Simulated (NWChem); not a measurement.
All runs are NWChem calculations. System: Li2, charge 1, spin multiplicity 2, at the geometry of a parent with another charge or spin, in a state set for the comparison that need not be this species' ground state. Its SCF solution wasn't tested for a lower state. Level: ROCCSD(T)/def2-TZVPD, no orbitals frozen.

Input file:

```
start mol
memory heap 100 mb stack 700 mb global 1900 mb
charge 1
geometry units angstroms nocenter noautoz
  Li     0.000000     0.000000     1.393559
  Li     0.000000     0.000000    -1.393559
  symmetry group D2h
end
basis spherical
  * library def2-tzvpd
end
scf
  rohf
  nopen 1
  maxiter 100
  thresh 1e-7
  semidirect memsize 60000000 filesize 0
  # guess.movecs holds the orbitals of an unrestricted PBE0 run
  vectors input guess.movecs output mol.movecs
end
tce
  ccsd(t)
  2eorb
  2emet 13
  thresh 1e-6
  maxiter 100
  tilesize 24
end
task tce energy
```

Output (cleaned and shortened):

```
             Northwest Computational Chemistry Package (NWChem) 7.3.0
             --------------------------------------------------------

                                NWChem Input Module
                                -------------------

 Scaling coordinates for geometry "geometry" by  1.889725989
 (inverse scale =  0.529177249)

 Turning off AUTOSYM since
 SYMMETRY directive was detected!

                             Geometry "geometry" -> ""
                             -------------------------

 Output coordinates in angstroms (scale by  1.889725989 to convert to a.u.)

  No.       Tag          Charge          X              Y              Z
 ---- ---------------- ---------- -------------- -------------- --------------
    1 Li                   3.0000     0.00000000     0.00000000     1.39355900
    2 Li                   3.0000     0.00000000     0.00000000    -1.39355900

 Effective nuclear repulsion energy (a.u.)       1.7087885195

            Nuclear Dipole moment (a.u.)
            ----------------------------
        X                 Y               Z
 ---------------- ---------------- ----------------
     0.0000000000     0.0000000000     0.0000000000

      Symmetry information
      --------------------

 Group name             D2h
 Group number             26
 Group order               8
 No. of unique centers     1

      Symmetry unique atoms

     1


 Summary of "ao basis" -> "" (spherical)
 ------------------------------------------------------------------------------
       Tag                 Description            Shells   Functions and Types
 ---------------- ------------------------------  ------  ---------------------
 *                         def2-tzvpd                 on all atoms

 Summary of "ao basis" -> "ao basis" (spherical)
 ------------------------------------------------------------------------------
       Tag                 Description            Shells   Functions and Types
 ---------------- ------------------------------  ------  ---------------------
 Li                        def2-tzvpd                9       17   5s4p
[...]
            General Information
            -------------------
      Number of processors :     1
         Wavefunction type : Restricted open-shell Hartree-Fock
          No. of electrons :     5
           Alpha electrons :     3
            Beta electrons :     2
           No. of orbitals :    68
            Alpha orbitals :    34
             Beta orbitals :    34
        Alpha frozen cores :     0
         Beta frozen cores :     0
     Alpha frozen virtuals :     0
      Beta frozen virtuals :     0
         Spin multiplicity : doublet
    Number of AO functions :    34
       Number of AO shells :    18
        Use of symmetry is : on
      Symmetry adaption is : on
         Schwarz screening : 0.10D-09

          Correlation Information
          -----------------------
          Calculation type : Coupled-cluster singles & doubles w/ perturbation
   Perturbative correction : (T)
            Max iterations :      100
        Residual threshold : 0.10D-05
     T(0) DIIS level shift : 0.00D+00
     L(0) DIIS level shift : 0.00D+00
     T(1) DIIS level shift : 0.00D+00
     L(1) DIIS level shift : 0.00D+00
     T(R) DIIS level shift : 0.00D+00
     T(I) DIIS level shift : 0.00D+00
   CC-T/L Amplitude update :  5-th order DIIS
                I/O scheme : Global Array Library
        L-threshold :  0.10D-05
        EOM-threshold :  0.10D-05
 no EOMCCSD initial starts read in
 TCE RESTART OPTIONS
 SLICE:      F
 D4D5:       F
 quantumc:   F
 qrotation:  F
 pwtce:      F
 qducc:      F
 nacto:                         0
 nrotv:                         0
 nrot:                          0

            Memory Information
            ------------------
          Available GA space size is     249034488 doubles
          Available MA space size is     104856044 doubles

 Maximum block size supplied by input
 Maximum block size        24 doubles

 tile_dim =      8

 -------------------------------------------------

 Global array virtual files algorithm will be used

 Parallel file system coherency ......... OK

 4-electron integrals stored in orbital form

 v2    file size   =            48362
 4-index algorithm nr.  13 is used
 imaxsize =       30
 imaxsize ichop =        0


CCSD iterations
 ---------------------------------------------------------
 Iter          Residuum       Correlation     Cpu    Wall
 ---------------------------------------------------------
    1   0.1205448453998  -0.0611523857274     0.1     0.1
    2   0.0167566478002  -0.0686538308003     0.1     0.1
    3   0.0026448980058  -0.0696545460570     0.1     0.1
    4   0.0004959150549  -0.0698001069349     0.1     0.1
    5   0.0001117684742  -0.0698231900161     0.1     0.1
    6   0.0000091296545  -0.0698283234251     0.1     0.1
    7   0.0000022180507  -0.0698282699021     0.1     0.1
    8   0.0000006240144  -0.0698282686234     0.1     0.1
 -----------------------------------------------------------------
 Iterations converged
 CCSD correlation energy / hartree =        -0.069828268623404
 CCSD total energy / hartree       =       -14.778080162850587

 Singles contributions

 Doubles contributions
 CCSD(T)
 Using plain CCSD(T) code
             total no. of tasks          610
 total no. of tasks / no. procs          610
                         wl_min            1           1.0
                         wl_max          512           2.8
        thresh for no. of tasks          610

 CCSD[T]  correction energy / hartree =        -0.000019927423240
 CCSD[T] correlation energy / hartree =        -0.069848196046644
 CCSD[T] total energy / hartree       =       -14.778100090273828
 CCSD(T)  correction energy / hartree =        -0.000019872688397
 CCSD(T) correlation energy / hartree =        -0.069848141311801
 CCSD(T) total energy / hartree       =       -14.778100035538985

 Task  times  cpu:        1.1s     wall:        1.1s

 Total times  cpu:        1.1s     wall:        1.1s
```
